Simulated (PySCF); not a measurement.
## Bonding in `O=NOO`

HNO₃.
Numbering: `[O:1]=[N:2][O:3][OH:4]` (hydrogens: H5 on O4)

Bond orders from the PBE0/pcSseg-1 density (PySCF). The structure is a single GFN2-xTB conformer in the gas phase; no vibrational or solvent corrections.

(1) How far do the computed orders between heavy atoms stray from the drawn ones?

(2) Set the Mayer orders of the bonds beside their lengths.

Answers

(1) The largest departure is 0.304, at O1–N2 (drawn double, 1.696). Drawn single, order above 1.12: N2–O3 (1.169). Drawn single, order below 0.88: O3–O4 (0.842). Drawn double or triple, more than 0.30 short of the drawn order: O1–N2 (1.696).

(2) 
```tsv
bond	drawn as	length (Å)	Mayer order
O1–N2	double	1.201	1.696
N2–O3	single	1.272	1.169
O3–O4	single	1.437	0.842
O4–H5	single	0.984	0.899
```

By pair of heavy elements: N–O: lowest N2–O3 (1.169, 1.272 Å), highest O1–N2 (1.696, 1.201 Å).

Problem. Sum the orders of all bonds at each heavy atom with more than one neighbour and set the sums beside the valence in the SMILES.

Solution. N2 2.865 (drawn 3), O3 2.011 (drawn 2), O4 1.741 (drawn 2). Orders between atoms that aren't bonded are not in these sums.

Mayer orders depend on the basis set.

The run behind these numbers computed NMR shieldings as well. The run took 2.5 s wall on an x86-64 server with one thread, shared host.

The values belong to the conformer `[O:1]=[N:2][O:3][OH:4]`: O1–N2–O3–O4 0°, H–O4–O3–N2 0°.
